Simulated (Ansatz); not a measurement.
**CH₃Si+ (SMILES C=[SiH+]): one structure at several levels**

The task here is to estimate one member of a computed series from the others.

Method: single points in def2-TZVPP; program: Ansatz 0.2.0, Gaussian basis.

Cores are frozen in the correlated methods.

1 further run of the same task is left out (it didn't finish).

### Where the work starts

SMILES `C=[SiH+]`, 5 atoms, charge 1, spin multiplicity 1.

Atoms are counted from 1 here; the program's logs count them from 0.

Bond lengths: C1–Si2 1.695 Å, C1–H3 1.114 Å, C1–H4 1.128 Å, Si2–H5 1.504 Å. Angles: Si2–C1–H3 120.0°, Si2–C1–H4 118.4°, H3–C1–H4 121.3°, C1–Si2–H5 177.5°.

Geometry (Å):

```xyz
5
CH3Si
C    -0.2994   -0.6611    0.0897
Si    0.4061    0.8664   -0.1180
H    -0.4303   -1.0787    1.1144
H    -0.7252   -1.1837   -0.8147
H     0.9952    2.2430   -0.2534
```

The first run:

run/in.yaml reads:

```yaml
crystal:
  periodic: [false, false, false]
  atoms:
    - {symbol: C, position_ang: [-0.299444, -0.661076, 0.089677]}
    - {symbol: Si, position_ang: [0.406074, 0.866390, -0.118017]}
    - {symbol: H, position_ang: [-0.430308, -1.078729, 1.114426]}
    - {symbol: H, position_ang: [-0.725221, -1.183661, -0.814651]}
    - {symbol: H, position_ang: [0.995238, 2.243025, -0.253447]}
basis:
  gaussian: {orbitals: def2-TZVPP}
total_charge: 1
hamiltonian: {xc: pbe, dispersion: d4}
output: {forces: true}
```

Run with:

```console
ansatz run in.yaml --threads 2 --pin off --events-out ev --progress --plain --max-ram 3481MiB
```

Steps of the session up to this table: PBE-D4/def2-TZVPP; r2SCAN-D4/def2-TZVPP; PBE0-D4/def2-TZVPP; wB97M-V/def2-TZVPP; CCSD(T)/def2-TZVPP.

One of the session's tables, all rows but one given; the rest of the session is left out.

| method | RMS force component (eV/Å) | angle to CCSD(T) forces (°) |
| --- | --- | --- |
| PBE-D4 | ? | ? |
| r2SCAN-D4 | 0.453 | 31.8 |
| PBE0-D4 | 0.473 | 35.7 |
| wB97M-V | 0.527 | 37.0 |
| CCSD(T) | 0.459 | reference |

Q: Estimate the row for PBE-D4 from the others.

**Answer.** RMS force component (eV/Å): 0.342; angle to CCSD(T) forces (°): 28.5. In the column «RMS force component (eV/Å)» it is the lowest.
